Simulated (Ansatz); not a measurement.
Ideal-gas functions of C2HF2 (`[CH]=C(F)F`) radical at 298.15 K and 1 bar, from an Ansatz frequency run at PBE0-D4/def2-TZVP.

Molar mass 63.03 g/mol, point group Cs (symmetry number 1), electronic degeneracy 2, moments of inertia 43.304, 45.991, 89.295 u Å². Harmonic wavenumbers (cm⁻¹, unscaled): 422, 554, 562, 635, 741, 984, 1264, 1784, 3359.

Use S(trans) = R[1.5 ln M + 2.5 ln T − 1.1517]; rotational temperatures θ = 24.2544 K / I; S(rot) = R[ln(√π/σ · √(T³/θAθBθC)) + 1.5]; for each mode x = 1.438777 ν̃/T, S = R[x/(eˣ − 1) − ln(1 − e⁻ˣ)] and H = RT x/(eˣ − 1); 1 cm⁻¹ = 0.0119627 kJ/mol; R = 8.31446 J/(mol·K).

Question: By hand: the entropy, in J/(mol·K).

Answer: Translation 160.5. Rotation: θ = 0.5601, 0.5274, 0.2716 K, giving 98.8. Vibration, mode by mode: 3.70, 2.24, 2.18, 1.65, 1.09, 0.42, 0.13, 0.01, 0.00, in all 11.4. Electronic 5.8. Sum 276.5 J/(mol·K).

Question: By hand: H − E and G − E in kJ/mol, counted from the electronic energy.

Answer: Zero-point energy ½ × 10305 × 0.0119627 = 61.6; thermal vibration 2.5; translation, rotation and pV give 4 RT = 9.9. H − E = 74.0 kJ/mol, and G − E = 74.0 − 298.15 × 276.5/1000 = -8.4 kJ/mol.

Vibration gives 4 % of the entropy.
